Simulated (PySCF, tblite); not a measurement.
# C₂H₄: deprotonation, part 2 of 2

tblite 0.8.0 and PySCF 2.14.0. Atoms count from 0. The steps go on from the part before.

## 17. Deprotonation: wB97X-D3(BJ)/ma-def2-TZVP

This step combines the energies above: geometries from PBE0-D3(BJ)/ma-def2-SVP, zero-point and thermal terms from PBE0-D3(BJ)/ma-def2-SVP.

What the job is given:

```
{"job": {"kind": "ac", "geom": {"xc": "PBE0", "basis": "ma-def2-SVP", "d3": "d3bj", "grid": 1}, "hess": 1, "level": {"xc": "wB97X", "basis": "ma-def2-TZVP", "d3": "d3bj", "solvents": ["diethylether", "toluene"]}}, "charge": 0, "multiplicity": 1}
C     -0.663963    -0.037733    -0.013753
C      0.666076     0.038875    -0.000589
H     -1.292010     0.847236     0.127247
H     -1.183374    -0.988809    -0.165929
H      1.294139    -0.846088    -0.141551
H      1.185467     0.989953     0.151633
```

Output (the driver's rows laid out field by field):

```text
deprotonation site by site, wB97X-D3(BJ)/ma-def2-TZVP // PBE0-D3(BJ)/ma-def2-SVP

row 1
  formula                 C2H3
  charge                  -1
  multiplicity            1
  smiles                  [CH-]=C
  kept                    yes
  pieces                  1
  point_group             Cs
  atom                    0
  element                 C
  electronic              1751.25
  enthalpy                1717.55
  free_energy             1682.47
  solution                diethylether 1470.75, toluene 1524.24
  vertical_detachment_ev  1.25
  share_gas               1.0
  share_solution          diethylether 1.0, toluene 1.0
```

Wall time 33 s (1 thread of Arm Neoverse V1, shared host).

Energy needed to remove a proton (kJ/mol, gas phase, 298 K for the thermal columns):

```tsv
site	product	electronic	enthalpy	free energy
C0	[CH-]=C	1751.2	1717.5	1682.5
```

Free energies in a continuum (kJ/mol, same sign; the bare proton is left unsolvated, so these are no solution acidities or basicities): diethylether: C0 1470.8; toluene: C0 1524.2.

## 18. Single point (C₂H₄): wB97X-D3(BJ)/STO-3G

Geometry: PBE0-D3(BJ)/ma-def2-SVP.

What the job is given:

```
{"job": {"kind": "sp", "xc": "wB97X", "basis": "STO-3G", "d3": "d3bj", "grid": 2}, "charge": 0, "multiplicity": 1}
C     -0.663963    -0.037733    -0.013753
C      0.666076     0.038875    -0.000589
H     -1.292010     0.847236     0.127247
H     -1.183374    -0.988809    -0.165929
H      1.294139    -0.846088    -0.141551
H      1.185467     0.989953     0.151633
```

What it wrote:

```text
coarse grid: 4656 points
cycle   1  E = -77.6766578128  dE =  3.830e-02  |g| = 8.701e-02  |ddm| = 2.852e+00
cycle   2  E = -77.6797209205  dE = -3.063e-03  |g| = 1.849e-02  |ddm| = 1.734e-01
cycle   3  E = -77.6798699649  dE = -1.490e-04  |g| = 4.689e-03  |ddm| = 3.688e-02
cycle   4  E = -77.6798782458  dE = -8.281e-06  |g| = 1.270e-04  |ddm| = 8.799e-03
final grid: 43904 points
cycle   5  E = -77.6742421686  dE = -1.498e-06  |g| = 3.281e-04  |ddm| = 3.208e-03
cycle   6  E = -77.6742422182  dE = -4.957e-08  |g| = 7.891e-05  |ddm| = 6.183e-04
cycle   7  E = -77.6742422207  dE = -2.513e-09  |g| = 1.797e-05  |ddm| = 1.606e-04
converged SCF energy = -77.6742422207
```

Run time: 0.27 s. Hardware: 1 thread of Arm Neoverse V1, shared host.

The run ended normally, but its values are not to be used for the molecule: the basis STO-3G is minimal.

## 19. Single point (C₂H₃−, [CH-]=C, multiplicity 1): wB97X-D3(BJ)/STO-3G

Geometry: PBE0-D3(BJ)/ma-def2-SVP.

What the job is given:

```
{"job": {"kind": "sp", "xc": "wB97X", "basis": "STO-3G", "d3": "d3bj", "grid": 2}, "charge": -1, "multiplicity": 1}
C     -0.731865     0.025398    -0.106233
C      0.626126     0.036421    -0.075719
H     -1.077039    -1.021963     0.105166
H      1.291419    -0.840828     0.126456
H      1.206664     0.963063    -0.254155
```

What it wrote:

```text
coarse grid: 4032 points
cycle   1  E = -76.7871547920  dE =  1.433e-01  |g| = 3.632e-01  |ddm| = 2.798e+00
cycle   2  E = -76.8229539139  dE = -3.580e-02  |g| = 2.318e-01  |ddm| = 7.910e-01
cycle   3  E = -76.8383993293  dE = -1.545e-02  |g| = 4.339e-02  |ddm| = 3.370e-01
cycle   4  E = -76.8391050927  dE = -7.058e-04  |g| = 1.075e-02  |ddm| = 6.321e-02
cycle   5  E = -76.8391542876  dE = -4.919e-05  |g| = 1.121e-03  |ddm| = 2.668e-02
cycle   6  E = -76.8391550316  dE = -7.440e-07  |g| = 9.128e-05  |ddm| = 3.658e-03
final grid: 38536 points
cycle   7  E = -76.8339856594  dE = -2.533e-06  |g| = 7.292e-04  |ddm| = 5.582e-03
cycle   8  E = -76.8339858382  dE = -1.787e-07  |g| = 4.262e-04  |ddm| = 2.067e-03
cycle   9  E = -76.8339859013  dE = -6.318e-08  |g| = 1.591e-04  |ddm| = 6.567e-04
cycle  10  E = -76.8339859115  dE = -1.019e-08  |g| = 1.367e-05  |ddm| = 4.336e-04
cycle  11  E = -76.8339859116  dE = -8.788e-11  |g| = 2.158e-06  |ddm| = 3.712e-05
converged SCF energy = -76.8339859116
```

It took 0.27 s on 1 thread of Arm Neoverse V1, shared host.

A normal end doesn't make this result sound: the basis STO-3G is minimal.

## 20. Deprotonation: wB97X-D3(BJ)/STO-3G

This step combines the energies above: geometries from PBE0-D3(BJ)/ma-def2-SVP, zero-point and thermal terms from PBE0-D3(BJ)/ma-def2-SVP.

What the job is given:

```
{"job": {"kind": "ac", "geom": {"xc": "PBE0", "basis": "ma-def2-SVP", "d3": "d3bj", "grid": 1}, "hess": 1, "level": {"xc": "wB97X", "basis": "STO-3G", "d3": "d3bj"}}, "charge": 0, "multiplicity": 1}
C     -0.663963    -0.037733    -0.013753
C      0.666076     0.038875    -0.000589
H     -1.292010     0.847236     0.127247
H     -1.183374    -0.988809    -0.165929
H      1.294139    -0.846088    -0.141551
H      1.185467     0.989953     0.151633
```

Output (the driver's rows laid out field by field):

```text
deprotonation site by site, wB97X-D3(BJ)/STO-3G // PBE0-D3(BJ)/ma-def2-SVP

row 1
  formula                 C2H3
  charge                  -1
  multiplicity            1
  smiles                  [CH-]=C
  kept                    yes
  pieces                  1
  point_group             Cs
  atom                    0
  element                 C
  electronic              2206.09
  enthalpy                2172.39
  free_energy             2137.31
  share_gas               1.0
```

It took 0.61 s on 1 thread of Arm Neoverse V1, shared host.

What is wrong: the input is at fault (the basis is minimal or nearly so), so its values are no properties of the molecule.

## 21. What came out

What follows sums up all 2 parts.

| quantity | value |
| --- | --- |
| strongest single infrared mode (GFN2-xTB) | 3129 cm⁻¹, 93 km/mol |
| zero-point energy (GFN2-xTB) | 31.3 kcal/mol |
| point group | D2h |
| rotational constants (main isotopes) | 144.56, 29.98, 24.83 GHz |
| ΔH of deprotonation, C0 (wB97X-D3(BJ)/ma-def2-TZVP) | 1717.5 kJ/mol |
| runs | 0 failed, 3 ended on unsound input |

No mode is imaginary among the 12: a minimum at this level. The strongest single mode, at 3129 cm⁻¹, has its largest shares on H5, H4, H3 and H2 (the list is cut at 4 atoms). Unscaled tight-binding wavenumbers are off by several per cent, some by more. Its intensities can rank the bands wrongly. Relaxing lowered the energy by 0.029 eV in 2 steps; the close pair that moved most is C1–H5, from 1.078 to 1.094 Å (PBE0/ma-def2-SVP). The ΔH of deprotonation at C0 is 1717.5 kJ/mol at wB97X-D3(BJ)/ma-def2-TZVP; zero-point and thermal terms move it by -33.7 kJ/mol from the electronic value.
